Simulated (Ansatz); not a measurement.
Steps of a relaxation of C₆H₁₄ (`CCC(C)CC`) with RKS PBE0-D4/def2-TZVP.

```sh
$ ansatz run in.yaml --threads 2 --pin off --events-out ev --progress --plain --max-ram 32768MiB --backend cuda --devices 0, --max-vram 18GiB
```

```yaml
crystal:
  periodic: [false, false, false]
  atoms:
    - {symbol: C, position_ang: [1.134630, 1.078420, -1.653510]}
    - {symbol: C, position_ang: [1.468690, 0.567070, -0.256690]}
    - {symbol: C, position_ang: [0.375780, -0.294290, 0.395080]}
    - {symbol: C, position_ang: [0.120800, -1.570300, -0.405200]}
    - {symbol: C, position_ang: [-0.915150, 0.504410, 0.609380]}
    - {symbol: C, position_ang: [-1.884870, -0.174520, 1.570070]}
    - {symbol: H, position_ang: [0.246930, 1.704680, -1.637680]}
    - {symbol: H, position_ang: [1.961670, 1.673430, -2.035070]}
    - {symbol: H, position_ang: [0.967580, 0.253970, -2.340840]}
    - {symbol: H, position_ang: [1.669090, 1.423180, 0.392910]}
    - {symbol: H, position_ang: [2.387320, -0.023020, -0.309220]}
    - {symbol: H, position_ang: [0.754630, -0.586310, 1.382750]}
    - {symbol: H, position_ang: [-0.490860, -2.265100, 0.164350]}
    - {symbol: H, position_ang: [1.061270, -2.064180, -0.640640]}
    - {symbol: H, position_ang: [-0.395580, -1.347320, -1.335360]}
    - {symbol: H, position_ang: [-1.414050, 0.656450, -0.349240]}
    - {symbol: H, position_ang: [-0.656330, 1.487510, 1.010680]}
    - {symbol: H, position_ang: [-2.238030, -1.119900, 1.166940]}
    - {symbol: H, position_ang: [-1.404010, -0.366440, 2.527010]}
    - {symbol: H, position_ang: [-2.749520, 0.462260, 1.744300]}
basis:
  gaussian: {orbitals: def2-TZVP}
hamiltonian: {xc: pbe0, dispersion: d4}
relax: {f_tol: 0.005, max_steps: 150}
```

Positions (Å) and forces (eV/Å) along the path, 7 of 8 steps:

```xyz
20
step=1 energy=-6445.6247 eV
C     1.135    1.078   -1.654    0.159   -0.098    0.381
C     1.469    0.567   -0.257   -0.275   -0.108   -0.081
C     0.376   -0.294    0.395    0.006    0.201   -0.290
C     0.121   -1.570   -0.405    0.087    0.275    0.343
C    -0.915    0.504    0.609    0.142   -0.383    0.325
C    -1.885   -0.175    1.570    0.169    0.246   -0.289
H     0.247    1.705   -1.638   -0.150    0.112   -0.082
H     1.962    1.673   -2.035    0.062    0.092   -0.125
H     0.968    0.254   -2.341   -0.053   -0.089   -0.186
H     1.669    1.423    0.393    0.075    0.023    0.074
H     2.387   -0.023   -0.309    0.101    0.000    0.058
H     0.755   -0.586    1.383   -0.012    0.010    0.025
H    -0.491   -2.265    0.164   -0.107   -0.155    0.012
H     1.061   -2.064   -0.641    0.109   -0.137   -0.068
H    -0.396   -1.347   -1.335   -0.081   -0.016   -0.189
H    -1.414    0.656   -0.349   -0.008    0.118   -0.107
H    -0.656    1.488    1.011    0.000    0.120   -0.048
H    -2.238   -1.120    1.167   -0.095   -0.173   -0.001
H    -1.404   -0.366    2.527    0.035   -0.055    0.172
H    -2.750    0.462    1.744   -0.165    0.017    0.075
20
step=2 energy=-6445.6405 eV
C     1.141    1.086   -1.662    0.060   -0.056    0.178
C     1.468    0.569   -0.266   -0.147   -0.032   -0.073
C     0.378   -0.289    0.388   -0.020    0.003   -0.021
C     0.120   -1.576   -0.393    0.039    0.150    0.111
C    -0.910    0.503    0.624    0.007   -0.142    0.057
C    -1.892   -0.179    1.569    0.134    0.090   -0.133
H     0.252    1.717   -1.656   -0.053    0.038   -0.027
H     1.967    1.684   -2.050    0.023    0.030   -0.037
H     0.970    0.268   -2.362   -0.021   -0.033   -0.060
H     1.676    1.421    0.389    0.022    0.014    0.023
H     2.391   -0.019   -0.311    0.029   -0.005    0.013
H     0.762   -0.576    1.376    0.030   -0.002    0.018
H    -0.507   -2.265    0.172   -0.033   -0.033    0.005
H     1.057   -2.090   -0.617    0.030   -0.037   -0.014
H    -0.384   -1.366   -1.338   -0.024   -0.015   -0.073
H    -1.403    0.681   -0.337   -0.021    0.060   -0.040
H    -0.649    1.486    1.029    0.006    0.041   -0.001
H    -2.247   -1.127    1.164   -0.030   -0.057   -0.001
H    -1.423   -0.380    2.534    0.006   -0.025    0.064
H    -2.766    0.450    1.747   -0.038    0.012    0.011
20
step=4 energy=-6445.6440 eV
C     1.130    1.083   -1.665    0.000    0.003   -0.001
C     1.464    0.570   -0.273    0.001    0.003    0.000
C     0.383   -0.285    0.393    0.002   -0.006    0.003
C     0.124   -1.573   -0.378    0.000   -0.002    0.002
C    -0.901    0.507    0.634   -0.002    0.007   -0.001
C    -1.893   -0.185    1.554   -0.003   -0.002   -0.002
H     0.242    1.720   -1.661    0.001   -0.002   -0.001
H     1.955    1.677   -2.065   -0.001   -0.001   -0.001
H     0.949    0.266   -2.367   -0.001    0.000    0.001
H     1.680    1.423    0.380    0.000    0.000   -0.001
H     2.389   -0.016   -0.321   -0.001   -0.001   -0.001
H     0.776   -0.566    1.380    0.002    0.002   -0.002
H    -0.526   -2.251    0.178    0.002    0.002   -0.003
H     1.059   -2.105   -0.577   -0.002    0.000    0.001
H    -0.357   -1.372   -1.340    0.002   -0.001    0.002
H    -1.384    0.720   -0.326    0.003    0.000    0.002
H    -0.635    1.481    1.063    0.002   -0.002    0.001
H    -2.256   -1.123    1.128   -0.001   -0.001    0.002
H    -1.436   -0.416    2.521   -0.002   -0.002   -0.001
H    -2.765    0.446    1.741    0.000    0.001    0.000
20
step=5 energy=-6445.6440 eV
C     1.127    1.083   -1.667   -0.008   -0.007   -0.001
C     1.464    0.571   -0.275    0.010    0.000   -0.001
C     0.386   -0.284    0.395   -0.010    0.003   -0.001
C     0.126   -1.574   -0.374    0.002    0.004   -0.002
C    -0.898    0.508    0.639   -0.001   -0.009   -0.010
C    -1.896   -0.187    1.550    0.008    0.006    0.009
H     0.240    1.721   -1.662   -0.001    0.000    0.000
H     1.952    1.676   -2.069    0.001   -0.001    0.002
H     0.944    0.265   -2.367   -0.001    0.001   -0.001
H     1.682    1.425    0.376   -0.001   -0.002    0.003
H     2.389   -0.016   -0.325    0.000    0.002    0.001
H     0.782   -0.563    1.381    0.002   -0.002    0.002
H    -0.527   -2.250    0.181   -0.001    0.000    0.006
H     1.060   -2.108   -0.570    0.002   -0.001   -0.001
H    -0.352   -1.374   -1.337   -0.001    0.001   -0.002
H    -1.378    0.729   -0.322    0.002    0.004   -0.002
H    -0.630    1.478    1.075   -0.005    0.001    0.002
H    -2.263   -1.121    1.117    0.002    0.003   -0.007
H    -1.443   -0.426    2.517   -0.003   -0.002    0.002
H    -2.765    0.447    1.739    0.000   -0.002    0.001
20
step=6 energy=-6445.6441 eV
C     1.125    1.082   -1.668    0.003    0.001    0.000
C     1.465    0.571   -0.275   -0.004   -0.001   -0.001
C     0.387   -0.283    0.396    0.002    0.002    0.004
C     0.127   -1.573   -0.372   -0.001    0.000    0.000
C    -0.896    0.510    0.640    0.004   -0.001    0.001
C    -1.896   -0.188    1.547    0.000   -0.001   -0.001
H     0.238    1.720   -1.661    0.000    0.001    0.000
H     1.949    1.674   -2.072    0.001    0.001   -0.002
H     0.941    0.263   -2.367    0.000   -0.001    0.000
H     1.683    1.426    0.375    0.000    0.000    0.000
H     2.390   -0.015   -0.326   -0.001    0.000    0.001
H     0.784   -0.562    1.382   -0.001   -0.001    0.002
H    -0.526   -2.249    0.184    0.000   -0.001    0.002
H     1.060   -2.107   -0.568    0.002    0.000   -0.001
H    -0.352   -1.374   -1.335   -0.002    0.000   -0.002
H    -1.374    0.734   -0.321   -0.001    0.001    0.000
H    -0.629    1.477    1.080    0.000    0.002   -0.001
H    -2.265   -1.118    1.108   -0.001    0.000   -0.001
H    -1.445   -0.434    2.513    0.000    0.000   -0.001
H    -2.764    0.447    1.739    0.000    0.000    0.001
20
step=7 energy=-6445.6441 eV
C     1.125    1.081   -1.668    0.001    0.001    0.001
C     1.465    0.572   -0.276   -0.002   -0.001    0.002
C     0.387   -0.283    0.397    0.003    0.003   -0.001
C     0.127   -1.573   -0.371   -0.001   -0.001    0.001
C    -0.896    0.510    0.641    0.002    0.002    0.003
C    -1.897   -0.189    1.546   -0.002   -0.002   -0.002
H     0.239    1.719   -1.662   -0.001    0.001   -0.001
H     1.949    1.673   -2.073    0.000    0.000   -0.001
H     0.940    0.262   -2.367    0.000   -0.001   -0.001
H     1.683    1.427    0.374    0.000    0.001    0.000
H     2.390   -0.015   -0.326    0.001   -0.001    0.001
H     0.784   -0.561    1.383    0.000    0.001    0.000
H    -0.524   -2.249    0.188    0.000   -0.001    0.000
H     1.061   -2.106   -0.569    0.001    0.000   -0.001
H    -0.355   -1.375   -1.332   -0.001    0.000   -0.001
H    -1.373    0.736   -0.320   -0.001    0.000   -0.001
H    -0.629    1.477    1.082    0.001    0.000   -0.001
H    -2.267   -1.116    1.103   -0.001    0.000    0.001
H    -1.446   -0.439    2.510    0.001    0.000    0.000
H    -2.763    0.447    1.740    0.000    0.000    0.000
20
step=8 energy=-6445.6441 eV
C     1.125    1.079   -1.669    0.001    0.001    0.000
C     1.465    0.572   -0.276   -0.001    0.000    0.000
C     0.387   -0.282    0.397    0.002   -0.001    0.000
C     0.127   -1.572   -0.369    0.000   -0.001    0.000
C    -0.895    0.511    0.642   -0.002    0.002    0.000
C    -1.898   -0.190    1.544   -0.001   -0.001   -0.001
H     0.239    1.718   -1.664    0.000    0.000    0.000
H     1.949    1.670   -2.075   -0.001    0.000    0.000
H     0.940    0.259   -2.366    0.000    0.000    0.000
H     1.683    1.429    0.373    0.000    0.000    0.000
H     2.390   -0.013   -0.325    0.000    0.000    0.000
H     0.785   -0.560    1.383    0.000    0.000    0.000
H    -0.520   -2.250    0.192    0.001    0.001   -0.001
H     1.061   -2.103   -0.572   -0.001    0.001    0.000
H    -0.360   -1.375   -1.329    0.000    0.000    0.002
H    -1.371    0.741   -0.318    0.000    0.000    0.000
H    -0.628    1.477    1.087    0.000   -0.001    0.000
H    -2.271   -1.114    1.096    0.001    0.001    0.001
H    -1.447   -0.447    2.507    0.000    0.000   -0.001
H    -2.763    0.447    1.742    0.001    0.000    0.000
```

It took 18 s on 2 threads of an AMD EPYC 7R13 on a shared host and a share of an NVIDIA H100 80 GB, with 0.89 GiB of host memory at the peak.
